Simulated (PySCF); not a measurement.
# SiO+: bond curves at several levels of theory

The task here is to estimate one member of a computed series from the others.

The runs use PySCF 2.14.0; Si def2-TZVPPD, O def2-TZVPPD, no relativity.

Set-up of the first run:

A driver script around PySCF takes these settings:

| Property | Result |
| --- | --- |
| atoms | Si, O |
| charge | 1 |
| basis | Si def2-TZVPPD, O def2-TZVPPD |
| Hamiltonian | no relativity |
| basis functions | 88 |
| electrons treated | 21 |
| masses in u | 27.9769, 15.9949 |
| levels | PBE0, PBE, r²SCAN, M06-L, revPBE, M06, PW91, BLYP, HSE06, HF, MP2, SCS-MP2, CCSD, CCSD(T) |
| grid | 80 radial by 434 angular points |
| occupations | held fixed by the projection of orbital angular momentum |
| dissociation limit | Si+ + O, each in its ground configuration |
| starting distance in angstrom | 1.815 |
| values of 2S to try | 1, 3 |

Started as:

```sh
> OMP_NUM_THREADS=2 python dia.py task.json out
```

Steps of the session up to this table: Set-up; First curve: PBE0; Other states along the same grid; PBE; r²SCAN (meta-GGA); M06-L (meta-GGA); revPBE; M06; PW91; BLYP; HSE06; UHF (mean field); Adding correlation.

One of the session's tables, all rows but one given; the rest of the session is left out.

Energy (eV) from each level's lowest point:

| R (Å) | UHF | UHF-MP2 | UHF-SCS-MP2 | UHF-CCSD | UHF-CCSD(T) |
| --- | --- | --- | --- | --- | --- |
| 1.308 | 1.829 | 1.200 | 1.335 | n/a | n/a |
| 1.369 | 0.935 | 0.586 | 0.667 | 0.865 | 0.883 |
| 1.430 | 0.342 | 0.240 | 0.270 | 0.287 | 0.305 |
| 1.475 | 0.102 | 0.066 | 0.078 | 0.073 | 0.083 |
| 1.521 | 0.000 | 0.000 | 0.000 | 0.000 | 0.000 |
| 1.567 | ? | ? | ? | ? | ? |
| 1.627 | 0.136 | 0.168 | 0.148 | 0.201 | 0.178 |
| 1.704 | 0.441 | 0.471 | 0.442 | 0.542 | 0.502 |
| 1.795 | 0.934 | 0.947 | 0.911 | 1.064 | 1.000 |
| 1.917 | 1.697 | 1.669 | 1.629 | n/a | n/a |

Q: Estimate the row for R (Å) = 1.567 from the others.

Worked estimate for «UHF». A straight line through the neighbours (1.521, 0.000) and (1.627, 0.136) gives 0.000 + (0.136 − 0.000) × (1.567 − 1.521) / (1.627 − 1.521) = 0.059; a parabola fitted to 4 rows on both sides gives 0.015.

As computed: UHF: 0.004; UHF-MP2: 0.025; UHF-SCS-MP2: 0.015; UHF-CCSD: 0.034; UHF-CCSD(T): 0.024. In «UHF» the line misses by +0.055 and the parabola by +0.011.

Limits of these values: Lowest PBE0 solution found, without spin–orbit coupling: ²Σ⁺ (doublet), unpaired electrons σ ↑. Warnings in the runs' records: inverted.
